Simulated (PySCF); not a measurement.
Diamond-structure Ge: correlation energy from several methods in one and the same small orbital space (PySCF; 2 atoms at the zone centre, 8 electrons in 58 orbitals, empty ones MP2 natural orbitals of a TZ basis, lattice constant set to 5.658 Å). It tests the methods against each other and lies far from the crystal's limit.

CCSDT(Q) gives -2.8448 eV per atom.

Q: What share of it do MP2, CCSD, CCSD(T), CCSDT recover?

A: MP2 67.1 %; CCSD 93.9 %; CCSD(T) 98.0 %; CCSDT 99.5 %.

```tsv
method	E_corr (eV per atom)	share of CCSDT(Q) (%)	difference (meV)
MP2	-1.9075	67.1	937
CCSD	-2.6710	93.9	174
CCSD(T)	-2.7885	98.0	56
CCSDT	-2.8300	99.5	15
CCSDT(Q)	-2.8448	100.0	0
```

MP2, (T) and (Q) use filled levels shifted down by the Madelung term, which in so small a cell is a large part of the gap, so these rows hang on it.

CCSDT(Q) is the highest level reached here, not an exact value.
